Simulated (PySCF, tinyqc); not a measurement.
Inside a calculation. Method: RHF in the sto-3g basis, for HF, spin multiplicity 1. The lowest restricted solution is unstable here: a spin-polarised one lies 0.0289 hartree lower (PySCF). Computed by tinyqc, a small Python program that keeps every step (integrals from PySCF). Settings: charge = 0, multiplicity = 1, basis = sto-3g, energy threshold = 1e-08, iteration cap = 70, orthogonalisation = canonical, start = core, DIIS depth = 0, method = RHF. Command: `OMP_NUM_THREADS=1 python tinyqc.py 22566 22567 out.jsonl` (the two numbers bound the seeds that draw the settings). One thread of a shared host (Intel(R) Xeon(R) Processor @ 2.60GHz), about 0.07 s of CPU time with the checks. Later iterations appear only in the table of the cycle.

## One-electron integrals

Geometry (angstrom):
```
atom       x       y       z
F     0.0000  0.0000  0.0000
H     0.0000  0.0000  1.3950
```

Basis sto-3g: exponents (1/bohr^2) and contraction coefficients of normalised primitives:
```
element  l (shell)  exponent  coefficient
F            s (1)  166.6791       0.1543
F            s (1)   30.3608       0.5353
F            s (1)    8.2168       0.4446
F            s (2)    6.4648      -0.1000
F            s (2)    1.5023       0.3995
F            s (2)    0.4886       0.7001
F            p (3)    6.4648       0.1559
F            p (3)    1.5023       0.6077
F            p (3)    0.4886       0.3920
H            s (1)    3.4253       0.1543
H            s (1)    0.6239       0.5353
H            s (1)    0.1689       0.4446
```

Overlap, kinetic and nuclear-attraction integrals over the contracted functions; the nuclear repulsion is the sum of Za Zb / Rab.

nuclear repulsion = 3.414047 hartree

overlap S:
```
         1F 1s   1F 2s  1F 2px  1F 2py  1F 2pz   2H 1s
1F 1s   1.0000  0.2380  0.0000  0.0000  0.0000  0.0161
1F 2s   0.2380  1.0000  0.0000  0.0000  0.0000  0.1992
1F 2px  0.0000  0.0000  1.0000  0.0000  0.0000  0.0000
1F 2py  0.0000  0.0000  0.0000  1.0000  0.0000  0.0000
1F 2pz  0.0000  0.0000  0.0000  0.0000  1.0000  0.1818
2H 1s   0.0161  0.1992  0.0000  0.0000  0.1818  1.0000
```

kinetic energy T (hartree):
```
          1F 1s    1F 2s  1F 2px  1F 2py  1F 2pz    2H 1s
1F 1s   36.9846  -0.2129  0.0000  0.0000  0.0000  -0.0052
1F 2s   -0.2129   1.0380  0.0000  0.0000  0.0000  -0.0068
1F 2px   0.0000   0.0000  3.2480  0.0000  0.0000   0.0000
1F 2py   0.0000   0.0000  0.0000  3.2480  0.0000   0.0000
1F 2pz   0.0000   0.0000  0.0000  0.0000  3.2480   0.0385
2H 1s   -0.0052  -0.0068  0.0000  0.0000  0.0385   0.7600
```

nuclear attraction V (hartree):
```
           1F 1s     1F 2s    1F 2px    1F 2py    1F 2pz    2H 1s
1F 1s   -77.3889   -9.2671    0.0000    0.0000   -0.0065  -0.6420
1F 2s    -9.2671  -11.9205    0.0000    0.0000   -0.0813  -1.6316
1F 2px    0.0000    0.0000  -11.8155    0.0000    0.0000   0.0000
1F 2py    0.0000    0.0000    0.0000  -11.8155    0.0000   0.0000
1F 2pz   -0.0065   -0.0813    0.0000    0.0000  -11.8532  -1.2538
2H 1s    -0.6420   -1.6316    0.0000    0.0000   -1.2538  -4.6191
```

core Hamiltonian H = T + V (hartree):
```
           1F 1s     1F 2s   1F 2px   1F 2py   1F 2pz    2H 1s
1F 1s   -40.4043   -9.4799   0.0000   0.0000  -0.0065  -0.6472
1F 2s    -9.4799  -10.8825   0.0000   0.0000  -0.0813  -1.6385
1F 2px    0.0000    0.0000  -8.5675   0.0000   0.0000   0.0000
1F 2py    0.0000    0.0000   0.0000  -8.5675   0.0000   0.0000
1F 2pz   -0.0065   -0.0813   0.0000   0.0000  -8.6051  -1.2152
2H 1s    -0.6472   -1.6385   0.0000   0.0000  -1.2152  -3.8591
```

## Two-electron integrals

Functions are numbered as in S; the eight-fold symmetry (ij|kl) = (ji|kl) = (kl|ij) leaves the list below.

Two-electron integrals (ij|kl) in chemists' order, unique and non-zero (hartree):
```
(11|11) 5.4035     (21|11) 0.8419     (21|21) 0.1563     (22|11) 1.2680
(22|21) 0.2923     (22|22) 0.9262     (31|31) 0.0280     (32|31) 0.0432
(32|32) 0.2046     (33|11) 1.2645     (33|21) 0.2924     (33|22) 0.9260
(33|33) 0.9975     (41|41) 0.0280     (42|41) 0.0432     (42|42) 0.2046
(43|43) 0.0538     (44|11) 1.2645     (44|21) 0.2924     (44|22) 0.9260
(44|33) 0.8900     (44|44) 0.9975     (51|51) 0.0280     (52|51) 0.0432
(52|52) 0.2046     (53|53) 0.0538     (54|54) 0.0538     (55|11) 1.2645
(55|21) 0.2924     (55|22) 0.9260     (55|33) 0.8900     (55|44) 0.8900
(55|55) 0.9975     (61|11) 0.0576     (61|21) 0.0106     (61|22) 0.0198
(61|33) 0.0197     (61|44) 0.0197     (61|51) 4.02e-04   (61|52) 0.0008
(61|55) 0.0198     (61|61) 0.0007     (62|11) 0.1671     (62|21) 0.0391
(62|22) 0.1411     (62|33) 0.1390     (62|44) 0.1390     (62|51) 0.0026
(62|52) 0.0217     (62|55) 0.1452     (62|61) 0.0027     (62|62) 0.0281
(63|31) 0.0038     (63|32) 0.0238     (63|53) 0.0044     (63|63) 0.0039
(64|41) 0.0038     (64|42) 0.0238     (64|54) 0.0044     (64|64) 0.0039
(65|11) 0.1229     (65|21) 0.0291     (65|22) 0.1126     (65|33) 0.1081
(65|44) 0.1081     (65|51) 0.0055     (65|52) 0.0397     (65|55) 0.1215
(65|61) 0.0021     (65|62) 0.0277     (65|65) 0.0311     (66|11) 0.3769
(66|21) 0.0896     (66|22) 0.3737     (66|33) 0.3636     (66|44) 0.3636
(66|51) 0.0062     (66|52) 0.0744     (66|55) 0.3936     (66|61) 0.0062
(66|62) 0.1027     (66|65) 0.1190     (66|66) 0.7746
```

## Orthogonalisation

S = U s U^T; canonical form X = U s^(-1/2), so that X^T S X = 1. Each column of U has its largest component positive (the first on a tie).

eigenvalues of S: 0.6720  0.8630  1.0000  1.0000  1.1211  1.3439

X:
```
              1        2        3       4        5       6
1F 1s   -0.5433   0.6011   0.0000  0.0000  -0.4929  0.4023
1F 2s    0.7931  -0.3120   0.0000  0.0000  -0.2792  0.5496
1F 2px   0.0000   0.0000   0.9930  0.1177   0.0000  0.0000
1F 2py   0.0000   0.0000  -0.1177  0.9930   0.0000  0.0000
1F 2pz   0.3640   0.6682   0.0000  0.0000   0.6289  0.2474
2H 1s   -0.6568  -0.5036   0.0000  0.0000   0.4191  0.4680
```

Within a degenerate level the vectors are fixed only up to a rotation; this is one choice.

## Starting guess

The start is the orbitals of the core Hamiltonian; D = 2 C_occ C_occ^T.

D at the start:
```
          1F 1s    1F 2s  1F 2px  1F 2py   1F 2pz    2H 1s
1F 1s    2.1217  -0.5137  0.0000  0.0000  -0.0088   0.0325
1F 2s   -0.5137   2.1669  0.0000  0.0000   0.0473  -0.1342
1F 2px   0.0000   0.0000  2.0000  0.0000   0.0000   0.0000
1F 2py   0.0000   0.0000  0.0000  2.0000   0.0000   0.0000
1F 2pz  -0.0088   0.0473  0.0000  0.0000   2.0461  -0.1603
2H 1s    0.0325  -0.1342  0.0000  0.0000  -0.1603   0.0204
```

## Iteration 1: building the Fock matrix

J_ij = sum D_kl (ij|kl), K_ij = sum D_kl (ik|jl); F = H + J - 0.5 K; E = tr D H + tr D J / 2 - 0.25 tr D K + E_nn.

Coulomb J (hartree):
```
          1F 1s   1F 2s  1F 2px  1F 2py  1F 2pz   2H 1s
1F 1s   20.9201  4.0098  0.0000  0.0000  0.0013  0.2726
1F 2s    4.0098  9.9304  0.0000  0.0000  0.0016  1.4613
1F 2px   0.0000  0.0000  9.9217  0.0000  0.0000  0.0000
1F 2py   0.0000  0.0000  0.0000  9.9217  0.0000  0.0000
1F 2pz   0.0013  0.0016  0.0000  0.0000  9.9213  1.1447
2H 1s    0.2726  1.4613  0.0000  0.0000  1.1447  3.7345
```

exchange K (hartree):
```
          1F 1s   1F 2s  1F 2px  1F 2py  1F 2pz   2H 1s
1F 1s   11.1086  1.9466  0.0000  0.0000  0.0005  0.1415
1F 2s    1.9466  3.2334  0.0000  0.0000  0.0045  0.4152
1F 2px   0.0000  0.0000  2.6635  0.0000  0.0000  0.0000
1F 2py   0.0000  0.0000  0.0000  2.6635  0.0000  0.0000
1F 2pz   0.0005  0.0045  0.0000  0.0000  2.6659  0.2419
2H 1s    0.1415  0.4152  0.0000  0.0000  0.2419  0.0920
```

Fock matrix F (hartree):
```
           1F 1s    1F 2s  1F 2px  1F 2py   1F 2pz    2H 1s
1F 1s   -25.0385  -6.4434  0.0000  0.0000  -0.0055  -0.4454
1F 2s    -6.4434  -2.5688  0.0000  0.0000  -0.0819  -0.3848
1F 2px    0.0000   0.0000  0.0225  0.0000   0.0000   0.0000
1F 2py    0.0000   0.0000  0.0000  0.0225   0.0000   0.0000
1F 2pz   -0.0055  -0.0819  0.0000  0.0000  -0.0167  -0.1914
2H 1s    -0.4454  -0.3848  0.0000  0.0000  -0.1914  -0.1705
```

total energy of this density = -97.904956 hartree

## Iteration 1: diagonalisation and new density

Diagonalise F' = X^T F X, C = X C', fill 5 alpha and 5 beta electrons from the bottom; D = 2 C_occ C_occ^T. Each column has its largest component positive (the first on a tie).

F' = X^T F X (hartree):
```
         1        2       3       4        5        6
1  -3.3992   4.8024  0.0000  0.0000  -4.7718   4.4641
2   4.8024  -6.6244  0.0000  0.0000   7.1257  -6.8316
3   0.0000   0.0000  0.0225  0.0000   0.0000   0.0000
4   0.0000   0.0000  0.0000  0.0225   0.0000   0.0000
5  -4.7718   7.1257  0.0000  0.0000  -7.8872   7.6814
6   4.4641  -6.8316  0.0000  0.0000   7.6814  -8.1489
```

orbital energies (hartree): MO1 -25.0490, MO2 -0.9803, MO3 -0.1860, MO4 0.0225, MO5 0.0225, MO6 0.1557

coefficients C:
```
            MO1      MO2      MO3      MO4     MO5      MO6
1F 1s    0.9946  -0.2597   0.0630   0.0000  0.0000  -0.0233
1F 2s    0.0218   0.9992  -0.2966   0.0000  0.0000   0.1398
1F 2px   0.0000   0.0000   0.0000  -0.0051  1.0000   0.0000
1F 2py   0.0000   0.0000   0.0000   1.0000  0.0051   0.0000
1F 2pz   0.0007   0.0848   0.5503   0.0000  0.0000   0.8519
2H 1s   -0.0025   0.0975   0.7429   0.0000  0.0000  -0.7199
```

D after iteration 1:
```
          1F 1s    1F 2s  1F 2px  1F 2py   1F 2pz    2H 1s
1F 1s    2.1214  -0.5129  0.0000  0.0000   0.0267   0.0380
1F 2s   -0.5129   2.1736  0.0000  0.0000  -0.1569  -0.2459
1F 2px   0.0000   0.0000  2.0000  0.0000   0.0000   0.0000
1F 2py   0.0000   0.0000  0.0000  2.0000   0.0000   0.0000
1F 2pz   0.0267  -0.1569  0.0000  0.0000   0.6200   0.8341
2H 1s    0.0380  -0.2459  0.0000  0.0000   0.8341   1.1227
```

Within a degenerate level the vectors are fixed only up to a rotation; this is one choice.

## Iteration 2: building the Fock matrix

As before.

Coulomb J (hartree):
```
          1F 1s   1F 2s  1F 2px  1F 2py  1F 2pz   2H 1s
1F 1s   19.7477  3.7428  0.0000  0.0000  0.0028  0.2545
1F 2s    3.7428  9.2206  0.0000  0.0000  0.0773  1.4085
1F 2px   0.0000  0.0000  9.2436  0.0000  0.0000  0.0000
1F 2py   0.0000  0.0000  0.0000  9.2436  0.0000  0.0000
1F 2pz   0.0028  0.0773  0.0000  0.0000  9.1482  1.1431
2H 1s    0.2545  1.4085  0.0000  0.0000  1.1431  4.2134
```

exchange K (hartree):
```
          1F 1s    1F 2s  1F 2px  1F 2py   1F 2pz   2H 1s
1F 1s   11.0690   1.8885  0.0000  0.0000   0.0027  0.1388
1F 2s    1.8885   2.9914  0.0000  0.0000  -0.0149  0.5036
1F 2px   0.0000   0.0000  2.5961  0.0000   0.0000  0.0000
1F 2py   0.0000   0.0000  0.0000  2.5961   0.0000  0.0000
1F 2pz   0.0027  -0.0149  0.0000  0.0000   1.5118  0.5739
2H 1s    0.1388   0.5036  0.0000  0.0000   0.5739  1.1043
```

Fock matrix F (hartree):
```
           1F 1s    1F 2s   1F 2px   1F 2py   1F 2pz    2H 1s
1F 1s   -26.1911  -6.6814   0.0000   0.0000  -0.0050  -0.4621
1F 2s    -6.6814  -3.1576   0.0000   0.0000   0.0034  -0.4818
1F 2px    0.0000   0.0000  -0.6219   0.0000   0.0000   0.0000
1F 2py    0.0000   0.0000   0.0000  -0.6219   0.0000   0.0000
1F 2pz   -0.0050   0.0034   0.0000   0.0000  -0.2128  -0.3591
2H 1s    -0.4621  -0.4818   0.0000   0.0000  -0.3591  -0.1979
```

total energy of this density = -98.404407 hartree

## Iteration 2: diagonalisation and new density

As before.

F' = X^T F X (hartree):
```
         1        2        3        4        5        6
1  -3.7241   5.2746   0.0000   0.0000  -4.9047   4.4854
2   5.2746  -7.0461   0.0000   0.0000   7.3069  -7.0510
3   0.0000   0.0000  -0.6219   0.0000   0.0000   0.0000
4   0.0000   0.0000   0.0000  -0.6219   0.0000   0.0000
5  -4.9047   7.3069   0.0000   0.0000  -8.4499   8.0039
6   4.4854  -7.0510   0.0000   0.0000   8.0039  -8.7082
```

orbital energies (hartree): MO1 -26.1999, MO2 -1.5429, MO3 -0.6219, MO4 -0.6219, MO5 -0.4473, MO6 0.2619

coefficients C:
```
            MO1      MO2      MO3     MO4      MO5      MO6
1F 1s    0.9952  -0.2618   0.0000  0.0000   0.0294   0.0385
1F 2s    0.0197   1.0186   0.0000  0.0000  -0.1568  -0.2093
1F 2px   0.0000   0.0000  -0.1115  0.9938   0.0000   0.0000
1F 2py   0.0000   0.0000   0.9938  0.1115   0.0000   0.0000
1F 2pz   0.0006  -0.0008   0.0000  0.0000   0.7095  -0.7295
2H 1s   -0.0021   0.0469   0.0000  0.0000   0.5967   0.8493
```

D after iteration 2:
```
          1F 1s    1F 2s  1F 2px  1F 2py   1F 2pz    2H 1s
1F 1s    2.1195  -0.5033  0.0000  0.0000   0.0432   0.0062
1F 2s   -0.5033   2.1250  0.0000  0.0000  -0.2242  -0.0916
1F 2px   0.0000   0.0000  2.0000  0.0000   0.0000   0.0000
1F 2py   0.0000   0.0000  0.0000  2.0000   0.0000   0.0000
1F 2pz   0.0432  -0.2242  0.0000  0.0000   1.0069   0.8467
2H 1s    0.0062  -0.0916  0.0000  0.0000   0.8467   0.7166
```

Within a degenerate level the vectors are fixed only up to a rotation; this is one choice.

## Iteration 3: building the Fock matrix

As before.

Coulomb J (hartree):
```
          1F 1s   1F 2s  1F 2px  1F 2py   1F 2pz   2H 1s
1F 1s   20.0794  3.8189  0.0000  0.0000  -0.0037  0.2595
1F 2s    3.8189  9.4305  0.0000  0.0000   0.0286  1.4229
1F 2px   0.0000  0.0000  9.4430  0.0000   0.0000  0.0000
1F 2py   0.0000  0.0000  0.0000  9.4430   0.0000  0.0000
1F 2pz  -0.0037  0.0286  0.0000  0.0000   9.3793  1.1407
2H 1s    0.2595  1.4229  0.0000  0.0000   1.1407  4.0585
```

exchange K (hartree):
```
          1F 1s    1F 2s  1F 2px  1F 2py   1F 2pz   2H 1s
1F 1s   11.0775   1.9055  0.0000  0.0000   0.0016  0.1403
1F 2s    1.9055   3.0611  0.0000  0.0000  -0.0747  0.5227
1F 2px   0.0000   0.0000  2.6133  0.0000   0.0000  0.0000
1F 2py   0.0000   0.0000  0.0000  2.6133   0.0000  0.0000
1F 2pz   0.0016  -0.0747  0.0000  0.0000   1.8910  0.5804
2H 1s    0.1403   0.5227  0.0000  0.0000   0.5804  0.8311
```

Fock matrix F (hartree):
```
           1F 1s    1F 2s   1F 2px   1F 2py   1F 2pz    2H 1s
1F 1s   -25.8638  -6.6138   0.0000   0.0000  -0.0110  -0.4578
1F 2s    -6.6138  -2.9825   0.0000   0.0000  -0.0154  -0.4769
1F 2px    0.0000   0.0000  -0.4312   0.0000   0.0000   0.0000
1F 2py    0.0000   0.0000   0.0000  -0.4312   0.0000   0.0000
1F 2pz   -0.0110  -0.0154   0.0000   0.0000  -0.1714  -0.3647
2H 1s    -0.4578  -0.4769   0.0000   0.0000  -0.3647  -0.2162
```

total energy of this density = -98.451627 hartree

## Iteration 3: diagonalisation and new density

As before.

F' = X^T F X (hartree):
```
         1        2        3        4        5        6
1  -3.5858   5.1672   0.0000   0.0000  -4.8575   4.4912
2   5.1672  -6.9165   0.0000   0.0000   7.2547  -6.9875
3   0.0000   0.0000  -0.4312   0.0000   0.0000   0.0000
4   0.0000   0.0000   0.0000  -0.4312   0.0000   0.0000
5  -4.8575   7.2547   0.0000   0.0000  -8.3205   7.8811
6   4.4912  -6.9875   0.0000   0.0000   7.8811  -8.5774
```

orbital energies (hartree): MO1 -25.8730, MO2 -1.3762, MO3 -0.4312, MO4 -0.4312, MO5 -0.4302, MO6 0.2792

coefficients C:
```
            MO1      MO2      MO3     MO4      MO5      MO6
1F 1s    0.9950  -0.2605   0.0000  0.0000   0.0410   0.0404
1F 2s    0.0203   1.0091   0.0000  0.0000  -0.2045  -0.2141
1F 2px   0.0000   0.0000   0.9992  0.0411   0.0000   0.0000
1F 2py   0.0000   0.0000  -0.0411  0.9992   0.0000   0.0000
1F 2pz   0.0008   0.0182   0.0000  0.0000   0.6817  -0.7554
2H 1s   -0.0022   0.0804   0.0000  0.0000   0.6252   0.8260
```

D after iteration 3:
```
          1F 1s    1F 2s  1F 2px  1F 2py   1F 2pz    2H 1s
1F 1s    2.1192  -0.5021  0.0000  0.0000   0.0480   0.0049
1F 2s   -0.5021   2.1211  0.0000  0.0000  -0.2421  -0.0936
1F 2px   0.0000   0.0000  2.0000  0.0000   0.0000   0.0000
1F 2py   0.0000   0.0000  0.0000  2.0000   0.0000   0.0000
1F 2pz   0.0480  -0.2421  0.0000  0.0000   0.9302   0.8554
2H 1s    0.0049  -0.0936  0.0000  0.0000   0.8554   0.7947
```

Within a degenerate level the vectors are fixed only up to a rotation; this is one choice.

## Iteration 8 (converged): orbitals

converged F (hartree):
```
           1F 1s    1F 2s   1F 2px   1F 2py   1F 2pz    2H 1s
1F 1s   -25.9237  -6.6264   0.0000   0.0000  -0.0121  -0.4585
1F 2s    -6.6264  -3.0126   0.0000   0.0000  -0.0087  -0.4822
1F 2px    0.0000   0.0000  -0.4652   0.0000   0.0000   0.0000
1F 2py    0.0000   0.0000   0.0000  -0.4652   0.0000   0.0000
1F 2pz   -0.0121  -0.0087   0.0000   0.0000  -0.1816  -0.3662
2H 1s    -0.4585  -0.4822   0.0000   0.0000  -0.3662  -0.2183
```

As before.

F' = X^T F X (hartree):
```
         1        2        3        4        5        6
1  -3.6039   5.1878   0.0000   0.0000  -4.8648   4.4936
2   5.1878  -6.9454   0.0000   0.0000   7.2633  -6.9973
3   0.0000   0.0000  -0.4652   0.0000   0.0000   0.0000
4   0.0000   0.0000   0.0000  -0.4652   0.0000   0.0000
5  -4.8648   7.2633   0.0000   0.0000  -8.3461   7.9010
6   4.4936  -6.9973   0.0000   0.0000   7.9010  -8.6046
```

orbital energies (hartree): MO1 -25.9328, MO2 -1.4049, MO3 -0.4652, MO4 -0.4652, MO5 -0.4387, MO6 0.2765

coefficients C:
```
            MO1      MO2     MO3      MO4      MO5      MO6
1F 1s    0.9950  -0.2606  0.0000   0.0000   0.0388   0.0412
1F 2s    0.0202   1.0101  0.0000   0.0000  -0.1958  -0.2174
1F 2px   0.0000   0.0000  0.9645  -0.2641   0.0000   0.0000
1F 2py   0.0000   0.0000  0.2641   0.9645   0.0000   0.0000
1F 2pz   0.0009   0.0116  0.0000   0.0000   0.6865  -0.7512
2H 1s   -0.0022   0.0776  0.0000   0.0000   0.6207   0.8297
```

D after iteration 8:
```
          1F 1s    1F 2s  1F 2px  1F 2py   1F 2pz    2H 1s
1F 1s    2.1191  -0.5015  0.0000  0.0000   0.0489   0.0033
1F 2s   -0.5015   2.1182  0.0000  0.0000  -0.2453  -0.0865
1F 2px   0.0000   0.0000  2.0000  0.0000   0.0000   0.0000
1F 2py   0.0000   0.0000  0.0000  2.0000   0.0000   0.0000
1F 2pz   0.0489  -0.2453  0.0000  0.0000   0.9428   0.8540
2H 1s    0.0033  -0.0865  0.0000  0.0000   0.8540   0.7826
```

Within a degenerate level the vectors are fixed only up to a rotation; this is one choice.

## Convergence

Stop when the energy changes by less than 1e-08 hartree and every element of the error matrix X^T (F D S - S D F) X is below 3e-05.

Course of the cycle:
```
iteration  E (hartree)     change  largest element of the error matrix
1           -97.904956          -                             2.85e-01
2           -98.404407  -4.99e-01                             1.80e-01
3           -98.451627  -4.72e-02                             3.31e-02
4           -98.453712  -2.09e-03                             6.91e-03
5           -98.453782  -7.04e-05                             1.23e-03
6           -98.453785  -2.42e-06                             3.00e-04
7           -98.453785  -8.51e-08                             5.14e-05
8           -98.453785  -3.10e-09                             1.31e-05
```

PySCF RHF in the same basis = -98.453785 hartree

Converged in 8 iterations.

## Populations, bond orders and dipole

Mulliken: Z minus the diagonal of D S on the atom; Loewdin: the same with S^(1/2) D S^(1/2); Mayer order: 2 sum_s sum (D(s) S)_ij (D(s) S)_ji over the two atoms.

Charges (e):
```
atom  Mulliken  Loewdin
1F     -0.0794  -0.0693
2H      0.0794   0.0693
```

Mayer bond orders:
```
pair   order
2-1   0.9937
```

dipole moment about the origin, x y z (debye): 0.0000  0.0000  0.9368
